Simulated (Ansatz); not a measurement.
Geometry optimisation, UKS B3LYP/cc-pVDZ (Ansatz).

input.yaml

```yaml
crystal:
  periodic: [false, false, false]
  atoms:
    - { symbol: B, position_ang: [0.0, 0.0, 0.0] }
    - { symbol: H, position_ang: [0.0, 0.0, 1.44] }
    - { symbol: H, position_ang: [1.0305, 0.0, -0.595] }
    - { symbol: H, position_ang: [-1.0305, 0.0, -0.595] }
    - { symbol: F, position_ang: [0.0, 0.0, 2.66] }
magnetization:
  spin_polarized: true
  initial_magnetization: 1
basis:
  gaussian: { orbitals: cc-pVDZ }
hamiltonian:
  xc: b3lyp
relax:
  f_tol: 0.15
  max_steps: 25
  restrain:
    - { distance: [1, 4], at: 0.92, k: 30.0 }
    - { distance: [0, 1], at: 2.39, k: 30.0 }
```

Run as:

```bash
$ ansatz run input.yaml --threads 1 --pin off --max-ram 2048MiB --backend cpu --events-out ev --progress --plain --runs-dir out
```

Where does it end, and by what steps?

The forces met the threshold. The restraints hold the end off the free minimum. After 5 steps the energy has fallen by 0.458 eV (the restraints' own energy left out); H2 moved furthest, 0.58 Å. Joined: H2–F5 (1.22 → 0.93 Å).

| step | energy less start (eV) | largest force component (eV/Å) | accepted |
| --- | --- | --- | --- |
| 0 | 0.0000 | 1.789 | yes |
| 1 | -0.3395 | 2.216 | yes |
| 2 | -0.0642 | 7.112 | yes |
| 3 | -0.3850 | 0.897 | yes |
| 4 | -0.4489 | 0.538 | yes |
| 5 | -0.4577 | 0.444 | yes |

```xyz
5
Properties=species:S:1:pos:R:3
B -0.001 0.000 -0.368
H 0.006 0.000 2.016
H 1.102 0.000 -0.840
H -1.104 0.000 -0.844
F -0.003 0.000 2.945
```

Time of the run: 8.1 s on 1 thread of Arm Neoverse V1, with other jobs on the host, peak memory 0.1 GiB.
